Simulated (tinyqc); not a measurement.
Inside a calculation. Method: CCSD on RHF in the sto-3g basis, frozen core, for HF, spin multiplicity 1. One step of it, computed by the program tinyqc.

Task: CCSD: starting amplitudes. t_ij^ab = <ij||ab> / (e_i + e_j - e_a - e_b), whose energy is MP2.

orbital energies (hartree): MO1 -25.896777, MO2 -1.484173, MO3 -0.596215, MO4 -0.465639, MO5 -0.465639, MO6 0.669694

Two-electron integrals over orbitals (pq|rs), unique and non-zero (hartree); the lowest 1 orbital is frozen and left out:
```
p,q,r,s,(pq|rs)
2,2,2,2,0.857777
3,2,2,2,-0.007365
3,2,3,2,0.158573
3,3,2,2,0.765230
3,3,3,2,-0.059035
3,3,3,3,0.793618
4,2,4,2,0.178249
4,3,4,2,-0.045869
4,3,4,3,0.051875
4,4,2,2,0.874656
4,4,3,2,-0.076590
4,4,3,3,0.773053
4,4,4,4,0.997514
5,2,5,2,0.178249
5,3,5,2,-0.045869
5,3,5,3,0.051875
5,4,5,4,0.053770
5,5,2,2,0.874656
5,5,3,2,-0.076590
5,5,3,3,0.773053
5,5,4,4,0.889973
5,5,5,5,0.997514
6,2,2,2,-0.137328
6,2,3,2,-0.037344
6,2,3,3,-0.045062
6,2,4,4,-0.136784
6,2,5,5,-0.136784
6,2,6,2,0.099588
6,3,2,2,-0.147686
6,3,3,2,0.093033
6,3,3,3,-0.131054
6,3,4,4,-0.183388
6,3,5,5,-0.183388
6,3,6,2,0.060273
6,3,6,3,0.162049
6,4,4,2,-0.045324
6,4,4,3,-0.012083
6,4,6,4,0.032183
6,5,5,2,-0.045324
6,5,5,3,-0.012083
6,5,6,5,0.032183
6,6,2,2,0.692503
6,6,3,2,0.076161
6,6,3,3,0.669360
6,6,4,4,0.655979
6,6,5,5,0.655979
6,6,6,2,-0.068973
6,6,6,3,-0.011813
6,6,6,6,0.718598
```

Give: Starting amplitudes; correlation energy.

Result:

Starting amplitudes (spin orbitals 1a, 1b, ...; amplitudes related by a flip of all spins are not repeated):
```
from,to,t
3a 3b,6a 6b,-0.064
2a 2b,6a 6b,-0.023
2a 3b,6a 6b,-0.018
4a 4b,6a 6b,-0.014
5a 5b,6a 6b,-0.014
```

correlation energy = -0.01571 hartree
